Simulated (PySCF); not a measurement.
Below is a simulated gas-phase Cl 2p photoelectron spectrum of `FC(Cl)(F)F`.

Every computed line was given a Gaussian of 1.0 eV full width at half maximum and an area set by the number of equivalent atoms (split 2:1 within a doublet); the highest printed point is 100. Computed, not measured: delta-SCF UKS SCAN, pcX-3 on the ionised atom, pcseg-2 elsewhere, spin-free X2C in PySCF 2.14.0.

(binding energy (eV), intensity): (206.1, 0), (206.2, 0), (206.3, 1), (206.4, 2), (206.5, 4), (206.6, 7), (206.7, 11), (206.8, 18), (206.9, 27), (207.0, 38), (207.1, 51), (207.2, 65), (207.3, 79), (207.4, 90), (207.5, 98), (207.6, 100), (207.7, 97), (207.8, 89), (207.9, 77), (208.0, 64), (208.1, 50), (208.2, 38), (208.3, 29), (208.4, 23), (208.5, 21), (208.6, 21), (208.7, 25), (208.8, 30), (208.9, 36), (209.0, 42), (209.1, 47), (209.2, 50), (209.3, 50), (209.4, 47), (209.5, 42), (209.6, 36), (209.7, 28), (209.8, 22), (209.9, 15), (210.0, 10), (210.1, 7), (210.2, 4), (210.3, 2), (210.4, 1), (210.5, 1), (210.6, 0), (210.7, 0)

Task: Count the maxima, the lines and the sites behind this envelope.

Result: The curve has 2 maxima (at 207.6 and 209.2 eV). Under it lie 2 lines from 1 inequivalent chlorine site, drawn as a 2p3/2, 2p1/2 pair.

Task: Decompose the envelope and assign each component. Numbering: `[F:1][C:2]([F:3])([F:4])[Cl:5]`.

Result: 
```
position (eV)  relative area      line  atoms                       environment
       207.59           0.67  Cl 2p3/2    Cl5  chlorine on a fluorinated carbon
       209.25           0.33  Cl 2p1/2    Cl5  chlorine on a fluorinated carbon
```

No satellites, vibrations or lifetime broadening are included. 2p3/2 and 2p1/2 are the ΔSCF energy of one spin-free 2p hole plus the eigenvalues of a spin–orbit and ligand-field matrix of the shell. 2p1/2 minus 2p3/2 (ligand field included): Cl 1.66 eV. Isolated species at its PBE0-D3(BJ)/def2-TZVP geometry, gas phase.
